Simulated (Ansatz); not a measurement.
Basis-set extrapolation for C3H6N2, SMILES `N=CCC=N` (PBE0-D4/def2-TZVP geometry, frozen core, the Gaussian-basis code of Ansatz). Multiplicity 1, RHF reference.

|  | def2-TZVPP | def2-QZVPP |
| --- | --- | --- |
| HF | -226.047298 | -226.057675 |
| MP2 correlation | -0.890153 | -0.949402 |
| CCSD(T) correlation | -0.965124 | not run |

Energies in hartree. Use E(X) = E(∞) + A·exp(−7.88·√X) for Hartree–Fock and E(X) = E(∞) + B·X^(−2.97) for correlation, with X = 3 and 4, and add CCSD(T) minus MP2 of the smaller set to the MP2 limit.

Problem. What is the CCSD(T) energy at the basis-set limit?

Solution. HF limit: -226.057675 + (-0.010377) × 0.13774 = -226.05910. MP2 limit: -0.949402 + (-0.059249) × 0.74074 = -0.99329. Higher-order term: -0.965124 − (-0.890153) = -0.07497. Total: -227.12736 hartree, 3.13 eV below CCSD(T)/def2-TZVPP.
